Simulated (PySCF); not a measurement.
SO₂F₂, singlet: computed properties

Computed with PBE0 in PySCF with S def2-TZVP, O def2-TZVP, F def2-TZVP; no relativity; density-fitted integrals.

The structure is a minimum.

Z-matrix (Å, degrees; charge 0 multiplicity 1):
```
S
O  1 1.4042
O  1 1.4042 2 124.88
F  1 1.5392 2 108.11 3 128.80
F  1 1.5392 2 108.11 3 -128.80
```

| Item | Value |
| --- | --- |
| Point group | C2v |
| Bond lengths | S–F 1.539 Å (×2), S–O 1.404 Å (×2) |
| Bond angles | F–S–F 95.6°, F–S–O 108.1° (×4), O–S–O 124.9° |
| Atomisation energy without zero-point energy | 1696 kJ/mol |
| Dipole moment | 1.14 D |
| Lowest empty level | 0.42 eV |
| Highest occupied level | -10.61 eV |
| Principal quadrupole moments (Buckingham, traceless) about the centre of mass | -3.40, 0.29, 3.11 D Å |
| Rotational symmetry number | 2 |
| Enthalpy at 298.15 K above 0 K | 13.52 kJ/mol |
| Rotational constants | 0.1704, 0.1683, 0.168 cm⁻¹ |
| Zero-point energy | 41.8 kJ/mol |
| Entropy at 298.15 K and 1 bar | 283.8 J/(mol K) |
| Heat capacity Cp at 298.15 K | 65.7 J/(mol K) |
| Principal polarisabilities | 21.7, 23.6, 27.3 bohr³ |

Harmonic modes (masses in u: S 31.972, O 15.995, F 18.998):
```csv
symmetry,ω (cm⁻¹),IR (km/mol),μ (u)
a2,380,0.0,17.37
a1,381,0.0,17.98
b1,538,22.8,18.76
b2,541,32.3,19.01
a1,550,28.1,18.64
a1,863,125,20.12
b1,900,253,23.74
a1,1300,173,18.66
b2,1539,289,20.90
```

In C2v the vibrations span a2 + 4a1 + 2b1 + 2b2. The a2 mode carries no infrared intensity, as symmetry demands.

Charges (e):
| atom | Mulliken | Löwdin | polar tensor | Mayer order to S1 |
| --- | --- | --- | --- | --- |
| S1 | 0.99 | 0.41 | 2.52 | – |
| O2,3 | -0.34 | -0.20 | -0.68 | 2.07 |
| F4,5 | -0.15 | -0.01 | -0.58 | 1.11 |

Mulliken populations on S1: s 5.20, p 8.43, d 1.23, f 0.16.

Outer orbital energies (eV). occupied: -15.03, -14.93, -14.23, -13.62, -12.45, -12.13, -11.03, -10.61; empty: 0.42, 1.01, 2.09, 3.85.

Counting electrons, sulfur keeps none of its valence electrons outside its bonds, so the VSEPR class is AX4 and the expected shape is tetrahedral; with unlike ligands the computed point group is C2v.

This need not be the most stable arrangement of these atoms.

The final relaxation and frequency run took 45 s on 4 threads of a shared Arm Neoverse V2 host, with 161 basis functions and 15 gradients; the process peaked at 1.8 GiB.
